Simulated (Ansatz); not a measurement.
`[CH]1=[N][AlH]1`, relaxed with RKS PBE0-D4/def2-TZVP in the Gaussian-basis code of Ansatz from a PBE-D4/def2-SVP geometry. The force threshold is 0.005 eV/Å; the program also tests the step.

Charge 0, multiplicity 1.

Start:

```xyz
5

C    -0.742    0.463    0.233
N    -0.348   -0.485    0.902
Al    0.867    0.021   -0.907
H    -1.557    1.215    0.214
H     1.781   -1.214   -0.443
```

How much energy does the relaxation release, and in how many steps? (An estimate is asked.)

The calculation gave: 5.05 kcal/mol, in 19 steps, 2 of them rejected.

Which bonds change most? (Estimate.)

Ansatz gave: N2–Al3 from 2.237 to 1.835 Å; C1–Al3 from 2.021 to 1.834 Å; C1–N2 from 1.225 to 1.290 Å; Al3–H5 from 1.605 to 1.563 Å.

Give the relaxed structure. (Best estimate.)

Ansatz gave: 
```xyz
5

C    -0.738    0.565    0.115
N    -0.503   -0.375    0.966
Al    0.762   -0.375   -0.363
H    -1.572    1.279    0.157
H     2.051   -1.094   -0.876
```
